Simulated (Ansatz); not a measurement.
# Worked example: vertical ionisation energy of AlH2ClO (SMILES [OH][AlH][Cl])

The species is AlH2ClO (5 atoms), meant as a singlet with charge 0. As SMILES, `[OH][AlH][Cl]`. The shape is that of a PBE0-D4/def2-TZVP optimisation. This is one conformer, not always the lowest.

Both states at this one shape; open shells run unrestricted unless said. 1 Eh = 27.2114 eV.

```
                                 level  program  singlet AlH2ClO (Eh)  doublet AlH2ClO+ (Eh)
                          HSE06/STO-3G   Ansatz           -769.838473            -769.530665
CCSDTQ/STO-3G, 11 core orbitals frozen   Ansatz           -768.806378            -768.532082
```

Work out the vertical ionisation energy at each level.


1. HSE06/STO-3G: -769.530665 − (-769.838473) = 0.307808 Eh = 8.38 eV.
2. CCSDTQ/STO-3G: -768.532082 − (-768.806378) = 0.274296 Eh = 7.46 eV.

No measured value is set beside it here; the levels span 7.46 to 8.38 eV. Minimal sets are far from the basis-set limit.
